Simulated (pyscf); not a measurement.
6 gas-phase steps of one pattern: four-centre exchange on the singlet surface, B–C + Cl–H or B–C + F–H or C–Ga + Cl–H broken and B–Cl + C–H or B–F + C–H or C–H + Cl–Ga formed. PySCF, gas phase, ωB97X-D3(BJ)/def2-SVP geometries. Correlated levels are frozen-core, on RHF or UHF. ΔMP2 is the change of the MP2 total energy from the triple- to the quadruple-zeta basis. Electronic energies in kcal/mol, from the separated reactants; ΔE‡ and ΔE at CCSD(T)/def2-TZVPP + ΔMP2(QZVPP). Rows were drawn at random from the steps of this pattern with a verified saddle, stable references and no exit in the data more than 5 kcal/mol lower.

```tsv
row	step	ΔE	ΔE‡
1	HF (SMILES F) + H₃C–BH–F (SMILES CBF) → F–BH–F (SMILES FBF) + CH₄ (SMILES C)	-36.6	23.8
2	H₃C–GaH₂ (SMILES [CH3][GaH2]) + HCl (SMILES Cl) → CH₄ (SMILES C) + Cl–GaH₂ (SMILES [Cl][GaH2])	-34.5	7.1
3	H₂B–CH₃ (SMILES BC) + HF (SMILES F) → H₂B–F (SMILES BF) + CH₄ (SMILES C)	-34.4	17.2
4	HF (SMILES F) + H₃C–B(F)–F (SMILES CB(F)F) -> F–B(F)–F (SMILES FB(F)F) + CH₄ (SMILES C)	-30.6	28.9
5	H₂B–CH=CH₂ (SMILES BC=C) + HF (SMILES F) → H₂B–F (SMILES BF) + H₂C=CH₂ (SMILES C=C)	-27.9	17.5
6	HCl (SMILES Cl) + H₃C–BH–Cl (SMILES CBCl) -> Cl–BH–Cl (SMILES ClBCl) + CH₄ (SMILES C)	-19.6	?
```

Q: Fit ΔE‡ = a + b·ΔE to the other rows and predict row 6.

A: Over the 5 complete rows the means are -32.8 (ΔE) and 18.9 (ΔE‡); least squares gives b = 0.40 and a = 32.0 kcal/mol, with residuals of 7.2 kcal/mol (root mean square; largest 11.1, row 2). For row 6: 32.0 + 0.40 × (-19.6) = 24.2 kcal/mol, an extrapolation. The computed barrier is 25.5 kcal/mol, 1.3 over the line. The scatter is large against the spread of the barriers, so the line says little here. Each barrier is that of the saddle found. The CCSD(T) − MP2 part came from Ansatz, without density fitting, on the same reference. The frozen core leaves the outer d or s,p core shells of the metals and heavy elements correlated in the MP2 and CC values, and def2-TZVPP describes them poorly, which can shift differences by a few kcal/mol. Elements up to Kr have no core potential and no relativistic terms here.
